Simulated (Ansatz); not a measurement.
**AlFH2N with multiplicity 2: molecular dynamics**

The plan is to follow the molecule's vibrations and see whether its bonds hold. The start is relaxed first. Runs: 500 steps of 0.5 fs at constant energy, with velocities drawn for 500 K. SMILES of the start: [NH2][Al][F].

Method: UKS B3LYP/6-31G*, in Ansatz 0.2.0.

**1. Starting point**

Bond lengths: N1–Al2 1.852 Å, Al2–F3 1.785 Å, N1–H4 1.106 Å, N1–H5 1.049 Å. Angles: N1–Al2–F3 118.2°, Al2–N1–H4 106.6°, Al2–N1–H5 111.5°, H4–N1–H5 104.8°.

Structure file:

```xyz
5

N    -0.7445    0.4387   -0.1743
Al    0.3991   -0.3534    1.0484
F     1.4413   -1.6884    0.4862
H    -0.4258    1.4938   -0.2667
H    -0.6202    0.0356   -1.1350
```

**2. Preparing the start**

The input, input.yaml:

```yaml
crystal:
  periodic: [false, false, false]
  atoms:
    - { symbol: "N", position_ang: [-0.7445, 0.4387, -0.1743] }
    - { symbol: Al, position_ang: [0.3991, -0.3534, 1.0484] }
    - { symbol: F, position_ang: [1.4413, -1.6884, 0.4862] }
    - { symbol: H, position_ang: [-0.4258, 1.4938, -0.2667] }
    - { symbol: H, position_ang: [-0.6202, 0.0356, -1.135] }
magnetization:
  spin_polarized: true
  initial_magnetization: 1
basis:
  gaussian: { orbitals: "6-31G*" }
hamiltonian:
  xc: b3lyp
relax:
  f_tol: 0.02
  max_steps: 40
output:
  orbitals: {}
```

On the command line:

```
$ ansatz run input.yaml --threads 1 --pin off --max-ram 2048MiB --backend cpu --events-out ev --progress --plain --runs-dir out
```

After this run come: Dynamics.

Q: Predict the outcome of this session. Wanted: relaxation of the start; temperature, first and last step; temperature, second half; potential energy, second half; largest change of the total energy; bonds formed or broken.

**Answer**, as computed:

| quantity | value |
| --- | --- |
| relaxation of the start | 7 moves, 0.517 eV lower |
| length | 500 steps of 0.5 fs |
| temperature, first and last step | 500 and 248 K |
| temperature, second half | mean 250 K, from 49 to 479 K |
| potential energy, second half | +20 meV/atom from the start |
| largest change of the total energy | 0.37 meV/atom |
| bonds formed or broken | 0 |

**Reading.** The temperature starts at 500 K and averages 250 K in the second half, where it ranges from 49 to 479 K. About half is expected from a start at a minimum: kinetic energy passes into potential energy until both shares match. The total energy strays from its start by at most 0.37 meV/atom, 1.9 % of the mean kinetic energy, so a step of 0.5 fs is short enough over this time. No bond forms or breaks. A run of 250 fs with 5 atoms shows the motion but fixes no equilibrium value. The nuclei move classically, without zero-point motion, which matters most for hydrogen.
